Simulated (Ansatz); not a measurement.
This script for Ansatz 0.2.0 through its Python package starts 8 runs on ClHSi, SMILES [SiH]Cl. What input does the engine get in each?

`clhsi.py`:
```python
# -*- coding: utf-8 -*-
import warnings

import ansatz as az
import numpy as np

config = {
    'basis': 'cc-pVDZ',
    'xc': 'PBE0',
    'dispersion': 'd3bj',
}

warnings.simplefilter('ignore', az.DeckWarning)

geometry_ang = [
    ('Si', (-0.4476, 0.4308, -0.2066)),
    ('Cl', (1.3, 0.4345, 0.7614)),
    ('H', (-0.8634, -0.9301, -0.5681)),
]
system = az.Crystal.molecule()
for symbol, xyz in geometry_ang:
    system = system.atom(symbol, xyz)

symbols = [site.symbol for site in system.cartesian_sites]
start = np.array([site.position_ang for site in system.cartesian_sites])
axis = (start[2] - start[0]) / np.linalg.norm(start[2] - start[0])
moving = [2]
lengths, energies = [1.292, 1.351, 1.409, 1.468, 1.527, 1.586, 1.644, 1.732], []
for length in lengths:
    xyz = start.copy()
    xyz[moving] += (length - np.linalg.norm(start[2] - start[0])) * axis
    point = az.Crystal.molecule()
    for symbol, place in zip(symbols, xyz):
        point = point.atom(symbol, place.tolist())
    model = (
        point.calculation()
        .basis(gaussian=config['basis'])
        .functional(config['xc'], dispersion=config['dispersion'])
    )
    report = model.run(threads=1, backend='cpu').report
    energies.append(report['free_energy_ev'])
    print(f'r = {length:6.3f} A  E = {energies[-1]:.5f} eV  <S^2> = {abs(report["mean_field"]["state"]["spin_squared"]):.3f}')

fit = np.polynomial.Polynomial.fit(lengths, np.array(energies) - min(energies), 4).convert()
roots = [r.real for r in fit.deriv().roots() if abs(r.imag) < 1e-9 and fit.deriv(2)(r.real) > 0]
r_e = min(roots, key=lambda r: abs(r - lengths[int(np.argmin(energies))]))
print(f'minimum of the fit at {r_e:.4f} A, force constant {fit.deriv(2)(r_e):.2f} eV/A^2')
```

Run 1:
```yaml
crystal:
  periodic: [false, false, false]
  atoms:
    - { symbol: Si, position_ang: [-0.4476, 0.4308, -0.2066] }
    - { symbol: Cl, position_ang: [1.3, 0.4345, 0.7614] }
    - { symbol: H, position_ang: [-0.8134986658564691, -0.7667745415201275, -0.5247153624509707] }
basis:
  gaussian:
    orbitals: cc-pVDZ
hamiltonian:
  xc: pbe0
  dispersion: d3bj
```

Run 2, against run 1:
```diff
-    - { symbol: H, position_ang: [-0.8134986658564691, -0.7667745415201275, -0.5247153624509707] }
+    - { symbol: H, position_ang: [-0.8302076606595122, -0.8214625430291734, -0.5392423023771373] }
```

Run 3, against run 1:
```diff
-    - { symbol: H, position_ang: [-0.8134986658564691, -0.7667745415201275, -0.5247153624509707] }
+    - { symbol: H, position_ang: [-0.8466334521608089, -0.8752236292584052, -0.5535230229825215] }
```

Run 4, against run 1:
```diff
-    - { symbol: H, position_ang: [-0.8134986658564691, -0.7667745415201275, -0.5247153624509707] }
+    - { symbol: H, position_ang: [-0.863342446963852, -0.9299116307674512, -0.5680499629086881] }
```

Run 5, against run 1:
```diff
-    - { symbol: H, position_ang: [-0.8134986658564691, -0.7667745415201275, -0.5247153624509707] }
+    - { symbol: H, position_ang: [-0.880051441766895, -0.9845996322764972, -0.5825769028348547] }
```

Run 6, against run 1:
```diff
-    - { symbol: H, position_ang: [-0.8134986658564691, -0.7667745415201275, -0.5247153624509707] }
+    - { symbol: H, position_ang: [-0.8967604365699382, -1.0392876337855435, -0.5971038427610214] }
```

Run 7, against run 1:
```diff
-    - { symbol: H, position_ang: [-0.8134986658564691, -0.7667745415201275, -0.5247153624509707] }
+    - { symbol: H, position_ang: [-0.9131862280712347, -1.093048720014775, -0.6113845633664055] }
```

Run 8, against run 1:
```diff
-    - { symbol: H, position_ang: [-0.8134986658564691, -0.7667745415201275, -0.5247153624509707] }
+    - { symbol: H, position_ang: [-0.9381081186249262, -1.174617264638437, -0.6330518635952642] }
```

```console
$ python clhsi.py
r =  1.292 A  E = -20407.77252 eV  <S^2> = 0.000
r =  1.351 A  E = -20408.08983 eV  <S^2> = 0.000
r =  1.409 A  E = -20408.29424 eV  <S^2> = 0.000
r =  1.468 A  E = -20408.41573 eV  <S^2> = 0.000
r =  1.527 A  E = -20408.46867 eV  <S^2> = 0.000
r =  1.586 A  E = -20408.46815 eV  <S^2> = 0.000
r =  1.644 A  E = -20408.42744 eV  <S^2> = 0.000
r =  1.732 A  E = -20408.31051 eV  <S^2> = 0.000
minimum of the fit at 1.5551 A, force constant 13.38 eV/A^2
```

Total energies depend on the basis set; only differences at equal settings carry meaning. The rest of the molecule is held rigid at a force-field or estimated start geometry, and the basis set is modest; single-reference methods fail as a bond breaks. The orbitals are restricted, so S² is zero by construction. It ran for 4.6 s on 1 thread of Arm Neoverse V2, with other jobs on the host, peak memory 0.16 GiB.
